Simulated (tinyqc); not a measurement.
A ladder of methods, and size consistency: correlation methods against full CI in the sto-6g basis, for HF, spin multiplicity 1. Computed by the program tinyqc with PySCF. 

Geometry (angstrom):
```
atom       x       y       z
F     0.0000  0.0000  0.0000
H     0.0000  0.0000  1.1680
```

RHF energy of one = -99.462278 hartree

All electrons correlated; +Q is the Davidson correction (1 - c0^2) E_corr. The last columns treat two copies 100 angstrom apart as one system. FCI is the lowest singlet.

Correlation energies (hartree):
```
method   E_corr of one  share of FCI (%)  E_corr of two at 100 angstrom  two minus twice one (mhartree)
MP2           -0.03096            60.557                       -0.06192                           0.000
CISD          -0.05112           100.000                       -0.09804                           4.201
CISD+Q        -0.05341           104.473                       -0.10577                           1.041
CCSD          -0.05112           100.000                       -0.10224                           0.000
CCSD(T)       -0.05112           100.000                       -0.10224                           0.000
FCI           -0.05112           100.000                              -                               -
```

MP2 recovers 61 %, CISD 100.0 % and CCSD 100.0 % of the FCI value (c0^2 = 0.955 in CISD). MP2 and coupled cluster are size consistent, so their last column vanishes; CISD loses 4.20 mhartree, since a double excitation on each copy is a quadruple of the pair, and the Davidson correction leaves +1.04. With two electrons, or one virtual orbital, CISD and CCSD are exact for one copy, so +Q overshoots there.
